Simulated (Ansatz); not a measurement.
# H₂S (singlet): the correlation ladder at angle H2–S1–H3 = 125.3°, cc-pVDZ

Aim: climb from Hartree-Fock through coupled cluster and multireference methods for H₂S (singlet) at one geometry and basis, and see what each rung misses.

Computed with Ansatz 0.2.0, Gaussian basis. Level: cc-pVDZ, core rule «outside noble gas», up to 5 orbitals frozen.

The runs, in order: UHF; CCSD(T) on RHF; BCCD(T) on RHF; CISD; CCSDT(Q) on RHF; CCSDTQ on RHF; CASSCF and MRCISD+Q, 2 electrons in 2 orbitals; CASSCF and NEVPT2, 2 electrons in 2 orbitals; CASSCF and MRCISD+Q, 8 electrons in 6 orbitals; CASSCF and NEVPT2, 8 electrons in 6 orbitals; Full CI.

14 further runs of the same task are left out: 11 that didn't finish, 3 set aside as unsound or not needed. Runs told in other sessions of the task aren't counted.

### 1 What is computed

The geometry derives from a PBE0/def2-TZVP stationary point (not a proven minimum). One angle is set to the value named; bond lengths are kept.

3 atoms, charge 0, spin multiplicity 1.

Atoms are counted from 1 here; the program's logs count them from 0.

Bond lengths: S1–H2 1.341 Å, S1–H3 1.341 Å. Angles: H2–S1–H3 125.3°.

Coordinates:

```xyz
3

S     0.0000   -0.0364    0.0000
H     0.0000    0.5797   -1.1913
H     0.0000    0.5797    1.1913
```

### 2 UHF

in.yaml

```yaml
crystal:
  periodic: [false, false, false]
  atoms:
    - {symbol: S, position_ang: [0.000000, -0.036447, 0.000000]}
    - {symbol: H, position_ang: [0.000000, 0.579733, -1.191270]}
    - {symbol: H, position_ang: [0.000000, 0.579729, 1.191272]}
basis:
  gaussian: {orbitals: cc-pVDZ}
magnetization: {spin_polarized: true, initial_magnetization: 0}
hamiltonian: {xc: hf}
output: {orbitals: {seedname: orbitals}}
```

Launch:

```bash
> ansatz run in.yaml --threads 1 --pin off --events-out ev --progress --plain --max-ram 2393MiB
```

Further steps of the session: CCSD(T) on RHF; BCCD(T) on RHF; CISD; CCSDT(Q) on RHF; CCSDTQ on RHF; CASSCF and MRCISD+Q, 2 electrons in 2 orbitals; CASSCF and NEVPT2, 2 electrons in 2 orbitals; CASSCF and MRCISD+Q, 8 electrons in 6 orbitals; CASSCF and NEVPT2, 8 electrons in 6 orbitals; Full CI.

**Question.** What will the summary of the whole plan be? Wanted: FCI from the RHF energy; RMP2 from FCI; RCCSD from FCI; RCCSD(T) from FCI; RCCSDT(Q) from FCI; NEVPT2 pair from FCI; MRCISD+Q pair from FCI; NEVPT2 valence from FCI; T1 diagnostic.

**Answer**, as computed:

| quantity | value |
| --- | --- |
| FCI from the RHF energy | -4.6737 eV |
| RMP2 from FCI | +16.74 kcal/mol |
| RCCSD from FCI | +2.54 kcal/mol |
| RCCSD(T) from FCI | +0.45 kcal/mol |
| RCCSDT(Q) from FCI | +0.02 kcal/mol |
| NEVPT2 pair from FCI | +17.36 kcal/mol |
| MRCISD+Q pair from FCI | -0.26 kcal/mol |
| NEVPT2 valence from FCI | +18.60 kcal/mol |
| levels within 1 kcal/mol (43 meV) | RCCSD(T), BCCD(T), RCCSDT, RCCSDT(Q), RCCSDTQ, MRCISD+Q pair, MRCISD+Q valence |
| T1 diagnostic | 0.007 |
| effectively unpaired electrons | 0.05 |

In words: RCCSD(T) lands +0.45 kcal/mol from the yardstick (0.4 % of the correlation energy). MRCISD+Q pair, MRCISD+Q valence fall below full CI: the +Q correction isn't variational, and the cores differ from full CI's. One determinant dominates. Of the multireference levels listed MRCISD+Q valence comes nearest in total energy (-0.13 kcal/mol), which doesn't show that its space is the better one. These misses are within one basis, not against nature.
